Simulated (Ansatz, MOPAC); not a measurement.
System: trimethyl amine, C₃H₉N, charge 0, multiplicity 1. SMILES: CN(C)C
Structure (B3LYP-D3(BJ)/def2-TZVP (Ansatz, a quantum-chemistry and plane-wave program) minimum search):
```xyz
13

N      0.0026     0.0015     0.3690
C      0.0034     1.3852    -0.0654
C      1.1975    -0.6963    -0.0655
C     -1.2022    -0.6896    -0.0484
H     -0.0042     1.4885    -1.1661
H      0.8915     1.8925     0.3148
H     -0.8763     1.8974     0.3273
H      1.2828    -0.7549    -1.1661
H      1.1956    -1.7143     0.3273
H      2.0837    -0.1858     0.3147
H     -1.3035    -0.7477    -1.1477
H     -2.0800    -0.1742     0.3444
H     -1.2003    -1.7076     0.3443
```
Charge 0, spin multiplicity 1.

Quantity: enthalpy of formation at 298 K, in kcal/mol. Set-up: frozen cores in correlated levels; non-relativistic; dispersion terms only where a functional's name holds one; no spin-orbit coupling; 6-311+G** with 5d; open shells spin-unrestricted. CBS marks a two-point X^-3 extrapolation of the correlation energy; Hartree-Fock from the larger set. The bracket is a focal-point correction in the basis named. Ab initio and DFT rows: single points at B3LYP-D3(BJ) geometries (Ansatz), with unscaled harmonic terms from B3LYP/6-31G* at its own minima, enthalpies of formation by atomisation with measured atoms. Semi-empirical rows: MOPAC heats of formation at their own minima for 298 K.

Measured values: Active Thermochemical Tables 1.112 (ions: stationary electron), as tabulated in the package chemicals; they hold spin-orbit and core effects, anharmonicity. 

Value to compare with, the measured value: -5.7 kcal/mol.

```json
[
 {"level": "AM1", "program": "MOPAC", "enthalpy of formation at 298 K (kcal/mol)": "-1.8", "error": "3.9"},
 {"level": "MNDO", "program": "MOPAC", "enthalpy of formation at 298 K (kcal/mol)": "-2.8", "error": "2.9"},
 {"level": "HF/6-311+G**", "program": "Ansatz", "enthalpy of formation at 298 K (kcal/mol)": "308.0", "error": "313.7"},
 {"level": "PBE/6-311+G**", "program": "Ansatz", "enthalpy of formation at 298 K (kcal/mol)": "-16.2", "error": "-10.5"},
 {"level": "B3LYP/def2-SVP", "program": "Ansatz", "enthalpy of formation at 298 K (kcal/mol)": "-7.0", "error": "-1.3"},
 {"level": "PBE0/6-311+G**", "program": "Ansatz", "enthalpy of formation at 298 K (kcal/mol)": "-1.1", "error": "4.6"},
 {"level": "B3LYP/def2-TZVPD", "program": "Ansatz", "enthalpy of formation at 298 K (kcal/mol)": "-0.3", "error": "5.4"},
 {"level": "PBE0/def2-TZVPD", "program": "Ansatz", "enthalpy of formation at 298 K (kcal/mol)": "-4.9", "error": "0.8"},
 {"level": "RI-MP2/CBS(cc-pVTZ,cc-pVQZ)+[CCSD(T)-MP2]/cc-pVTZ", "program": "Ansatz", "enthalpy of formation at 298 K (kcal/mol)": "-4.5", "error": "1.2"}
]
```

Among the 6 habitual levels, HF/6-311+G** lies farthest from the measured value (313.7 kcal/mol) and B3LYP/def2-SVP nearest (-1.3); 4 of 6 lie above it, and their mean absolute error is 56.1 kcal/mol, the median 4.2. One case shows no general order.

The levels are drawn from those run, B3LYP/6-31G* more often than the rest, none by its result; runs whose electronic state is in doubt are left out.
